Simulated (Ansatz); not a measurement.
**Ta2Tl4S11 (P-1, No. 2)**

The numbers are results of r²SCAN in Ansatz (plane waves, PAW), not measurements.

Run with plane-wave cutoff 560 eV, 6×4×4 k mesh (along the axes of the cell as run), Fermi–Dirac smearing 0.01 eV, scalar-relativistic PAW data made under PBE.

Cell (measured lattice):

```yaml
crystal:
  lattice:
    - [7.83700, 0.00000, 0.00000]
    - [0.67211, 8.87659, 0.00000]
    - [0.28973, 3.90969, 12.57924]
  atoms:
    - { symbol: Tl, position: [0.50160, 0.28086, 0.88198] }
    - { symbol: Tl, position: [0.49840, 0.71914, 0.11802] }
    - { symbol: Tl, position: [0.21952, 0.96578, 0.56833] }
    - { symbol: Tl, position: [0.78048, 0.03422, 0.43167] }
    - { symbol: S, position: [0.04120, 0.64960, 0.24220] }
    - { symbol: S, position: [0.95880, 0.35040, 0.75780] }
    - { symbol: Tl, position: [0.25102, 0.41636, 0.58517] }
    - { symbol: Tl, position: [0.74898, 0.58364, 0.41483] }
    - { symbol: S, position: [0.40340, 0.06730, 0.74990] }
    - { symbol: S, position: [0.59660, 0.93270, 0.25010] }
    - { symbol: S, position: [0.47300, 0.68050, 0.88330] }
    - { symbol: S, position: [0.52700, 0.31950, 0.11670] }
    - { symbol: S, position: [0.27260, 0.03930, 0.04460] }
    - { symbol: S, position: [0.72740, 0.96070, 0.95540] }
    - { symbol: S, position: [0.37140, 0.85770, 0.33230] }
    - { symbol: S, position: [0.62860, 0.14230, 0.66770] }
    - { symbol: S, position: [0.01120, 0.70240, 0.53300] }
    - { symbol: S, position: [0.98880, 0.29760, 0.46700] }
    - { symbol: S, position: [0.39600, 0.43990, 0.34810] }
    - { symbol: S, position: [0.60400, 0.56010, 0.65190] }
    - { symbol: Tl, position: [0.06381, 0.76232, 0.97356] }
    - { symbol: Tl, position: [0.93619, 0.23768, 0.02644] }
    - { symbol: Ta, position: [0.12076, 0.36532, 0.30449] }
    - { symbol: Ta, position: [0.87924, 0.63468, 0.69551] }
    - { symbol: S, position: [0.11420, 0.49130, 0.81350] }
    - { symbol: S, position: [0.88580, 0.50870, 0.18650] }
    - { symbol: S, position: [0.27010, 0.40050, 0.10970] }
    - { symbol: S, position: [0.72990, 0.59950, 0.89030] }
    - { symbol: S, position: [0.39300, 0.19820, 0.37000] }
    - { symbol: S, position: [0.60700, 0.80180, 0.63000] }
    - { symbol: S, position: [0.04050, 0.12780, 0.25700] }
    - { symbol: S, position: [0.95950, 0.87220, 0.74300] }
    - { symbol: Ta, position: [0.33740, 0.10878, 0.19046] }
    - { symbol: Ta, position: [0.66260, 0.89122, 0.80954] }
```

| Property | Value |
|---|---|
| band gap | 1.64 eV |
| smallest direct gap on the k points sampled | 1.70 eV |
| direct gap at Γ | 1.75 eV |

Note: cell and atoms aren't relaxed at this level (largest force component 0.18 eV/Å, pressure 0.6 GPa).

Spin–orbit coupling is not included; with these elements it can move the gap by several tenths of an eV or more.

Static lattice: no zero-point or thermal effects.

It cost around 13 core-minutes (rough) of CPU time.

Ansatz is a first-principles code.
